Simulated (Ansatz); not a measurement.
# AlH2O (SMILES [O][AlH2]): U-wB97M-V/STO-3G

What is the energy change on altering one bond length of AlH2O at U-wB97M-V/STO-3G? 

Program for the calculation: Ansatz 0.2.0.

51 further runs of the same task are left out: 1 that didn't finish, 50 set aside as unsound or not needed.

### 1 The structure to begin with

AlH2O has 4 atoms, charge 0, and is taken as a doublet. As SMILES, `[O][AlH2]`. The coordinates come from a PBE0-D4/def2-TZVP relaxation.

Bond lengths: O1–Al2 1.727 Å, Al2–H3 1.578 Å, Al2–H4 1.578 Å. Angles: O1–Al2–H3 115.8°, O1–Al2–H4 115.8°, H3–Al2–H4 128.3°.

### 2 The energy at U-wB97M-V/STO-3G

The input, input.yaml:

```yaml
crystal:
  periodic: [false, false, false]
  atoms:
    - {symbol: O, position_ang: [0.062600, -0.856300, 1.401400]}
    - {symbol: Al, position_ang: [0.011300, 0.029900, -0.080400]}
    - {symbol: H, position_ang: [-1.149600, -0.360800, -1.076000]}
    - {symbol: H, position_ang: [1.131100, 1.126800, -0.265300]}
basis:
  gaussian:
    orbitals: STO-3G
magnetization:
  spin_polarized: true
  initial_magnetization: 1
hamiltonian:
  xc: {name: wB97M-V}
accuracy: high
```

Started as:

```
$ ansatz run input.yaml --threads 1 --pin off --max-ram 2610MiB --events-out events.jsonl --progress --plain --runs-dir runs
```

What it wrote:

```text
Warning: RAYON_NUM_THREADS=1 ignored (pool sized by the plan → 1); use --threads N
Functional definition: wB97M-V
  name "wB97M-V"
  parameter omega = 0.3/bohr
  parameter cx = 0.15
  parameter cx01 = 1.007
  parameter cx10 = 0.259
  parameter css00 = 0.443
  parameter css04 = -1.437
  parameter css10 = -4.535
  parameter css20 = -3.390
  parameter css43 = 4.278
  parameter cos00 = 1.000
  parameter cos10 = 1.358
  parameter cos20 = 2.924
  parameter cos21 = -8.812
  parameter cos60 = -1.390
  parameter cos61 = 9.142
  parameter b = 6.0
  parameter c = 0.01
  gx(w, u) = 1 - cx + cx01*u + cx10*w
  gss(w, u) = css00 + css04*u^4 + css10*w + css20*w^2 + css43*w^4*u^3
  gos(w, u) = cos00 + cos10*w + (cos20 + cos21*u)*w^2 + (cos60 + cos61*u)*w^6
  exchange = spin_sum(e_x_unif_sr(omega)*gx(b97_w, b97_u_x)) + cx*exact_x_sr(omega) + exact_x_lr(omega)
  correlation = spin_sum(e_c_pw_mod_same_spin*gss(b97_w, b97_u_same))
      + integral(e_c_pw_mod_opposite_spin*gos(b97_w_opposite, b97_u_opposite)) + vv10(b, c)
267 factors; integrals over basis functions are off by at most 2.5e-8 eV
119 factors; integrals over basis functions are off by at most 8.7e-10 eV
mean field evaluation 1: about -8562.7032 eV, gradient 2.1e1 eV
mean field evaluation 2: about -8561.4978 eV, gradient 3.0e1 eV
mean field evaluation 4: about -8567.2438 eV, gradient 7.2e-1 eV
mean field evaluation 8: about -8567.2254 eV, gradient 3.5e-2 eV
mean field evaluation 16: about -8567.2254 eV, gradient 3.5e-4 eV
mean field evaluation 32: about -8567.1741 eV, gradient 5.0e-1 eV
mean field -8567.22541456 eV, -314.8397269113 hartree, gradient 3.1e-8 eV, S^2 0.754226; 2 other end points of the search recorded, 0 dependent functions left out
reference -8567.22541665 eV, -314.8397269878 hartree; 12, 11 occupied and 4, 5 virtual orbitals, 267 factors
Total energy: -8567.22541665 eV, -314.8397269878 hartree
```

Run time: 23 s. Hardware: 1 thread of Arm Neoverse V1, shared host; peak memory 0.44 GiB.

### 3 The distorted shape

The input, job.yaml:

```yaml
crystal:
  periodic: [false, false, false]
  atoms:
    - {symbol: O, position_ang: [0.352838, -0.758621, 1.650311]}
    - {symbol: Al, position_ang: [0.301538, 0.127579, 0.168511]}
    - {symbol: H, position_ang: [-1.149600, -0.360800, -1.076000]}
    - {symbol: H, position_ang: [1.421338, 1.224479, -0.016389]}
basis:
  gaussian: {orbitals: STO-3G}
hamiltonian: {xc: {name: wB97M-V}}
magnetization: {spin_polarized: true, initial_magnetization: 1}
accuracy: high
```

Started as:

```
$ ansatz run job.yaml --threads 1 --pin off --max-ram 2610MiB --events-out events.jsonl --progress --plain --runs-dir runs
```

What it wrote, shortened:

```text
Warning: RAYON_NUM_THREADS=1 ignored (pool sized by the plan → 1); use --threads N
[... 2 set-up lines as earlier in the session ...]
[...]
  gx(w, u) = 1 - cx + cx01*u + cx10*w
  gss(w, u) = css00 + css04*u^4 + css10*w + css20*w^2 + css43*w^4*u^3
  gos(w, u) = cos00 + cos10*w + (cos20 + cos21*u)*w^2 + (cos60 + cos61*u)*w^6
[...]
      + integral(e_c_pw_mod_opposite_spin*gos(b97_w_opposite, b97_u_opposite)) + vv10(b, c)
267 factors; integrals over basis functions are off by at most 2.8e-8 eV
119 factors; integrals over basis functions are off by at most 8.3e-10 eV
[...]
mean field -8565.70964323 eV, -314.7840233423 hartree, gradient 5.0e-8 eV, S^2 0.755017; 2 other end points of the search recorded, 0 dependent functions left out
reference -8565.70964540 eV, -314.7840234218 hartree; 12, 11 occupied and 4, 5 virtual orbitals, 267 factors
Total energy: -8565.70964540 eV, -314.7840234218 hartree
```

Wall time 25 s (1 thread of Arm Neoverse V1, shared host); peak memory 0.44 GiB.

### 4 Results

Level: U-wB97M-V/STO-3G.

| quantity | value |
| --- | --- |
| first shape: total energy | -314.83973 Eh |
| first shape: ⟨S²⟩ | 0.754 |
| distorted shape: total energy | -314.78402 Eh |
| distorted shape: ⟨S²⟩ | 0.755 |
| energy change with the Al2–H3 bond stretched from 1.578 to 1.973 Å | 1.516 eV |

**Reading.** With the Al2–H3 bond stretched from 1.578 to 1.973 Å the energy rises by 1.52 eV (35 kcal/mol). The first shape isn't relaxed at this level, so the change isn't measured from a minimum. The minimal basis adds a large error of its own.
